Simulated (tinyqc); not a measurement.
Coupled-perturbed Hartree-Fock on RHF in the sto-6g basis, for H2O, spin multiplicity 1, step by step. One step of it, computed by the program tinyqc.

Question. Response to a field: uncoupled start. Field along z; U_ai = -mu_ai / (e_a - e_i), alpha = -4 sum U_ai mu_ai.

orbital energies (hartree): MO1 -20.514046, MO2 -1.272334, MO3 -0.599803, MO4 -0.470862, MO5 -0.400284, MO6 0.586140, MO7 0.689601

dipole integrals <a|z|i> (bohr):
```
          i1         i2         i3         i4        i5
a6  0.043142  -0.122254   0.000000  -0.549687  0.000000
a7  0.000000   0.000000  -0.682717   0.000000  0.000000
```

Give: uncoupled U; uncoupled polarisability.

Answer.

uncoupled U:
```
        i1     i2     i3     i4     i5
a6  -0.002  0.066  0.000  0.520  0.000
a7   0.000  0.000  0.529  0.000  0.000
```

uncoupled polarisability = 2.622 bohr^3
